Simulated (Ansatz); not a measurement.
Relaxed structures of SiH₄SO, singlet (PBE0-D4/def2-TZVP; forces vanish, vibrations not checked; lower isomers may exist, and structures with a doubtful reference or unclear bonds are left out; Å). Program: Ansatz 0.2.0. Basis: def2-TZVPP. Cores are frozen in the correlated methods.

Problem. Rank them by CCSD(T) energy, lowest first, and give each one's height above the lowest. Links in brackets join atoms within 1.22 times the sum of their covalent radii (1.1 for two metals). (Judge from chemistry; the value comes from the calculation.)
A.
SiH₄SO ([O][SH][SiH3])
```
7
angstrom
O -1.1844 -1.3574 -0.3528
S 0.0495 -1.1764 0.4666
Si 0.8425 0.8503 0.0183
H 1.1299 -1.7141 -0.2102
H 0.9083 1.0180 -1.4517
H -0.1126 1.8018 0.6296
H 2.1837 0.9496 0.6509
```
B.
SiH₄SO ([OH][SH][SiH2])
```
7
angstrom
O -1.5821 -1.5016 -0.0889
S 0.0716 -1.4651 -0.0046
Si 1.0511 0.5113 -0.0196
H -1.8937 -0.6069 0.1108
H 0.5269 0.7889 -1.4097
H -0.0592 1.1528 0.7954
H 0.2047 -1.6818 1.3206
```
C.
SiH₄SO ([OH][S][SiH3])
```
7
angstrom
O -1.5459 -1.2011 -0.3319
S -0.0416 -1.3725 0.3883
Si 0.7798 0.5560 -0.0451
H -2.1555 -0.9185 0.3583
H 0.8520 0.7978 -1.5072
H -0.0295 1.6300 0.5881
H 2.1406 0.5082 0.5495
```

Solution. The calculation gives: C (0.000 eV), A (1.090 eV), B (1.702 eV). Heights count from the lowest.

T1 diagnostic: at most 0.019.

For scale, one of the runs: CCSD(T)/def2-TZVPP, 171 basis functions, launched by `ansatz run in.yaml --threads 2 --pin off --events-out ev --progress --plain --max-ram 4352MiB`. Hardware: 2 CPU threads of an Arm Neoverse N1, shared host. Wall time 44 s; peak host memory 1.4 GiB.
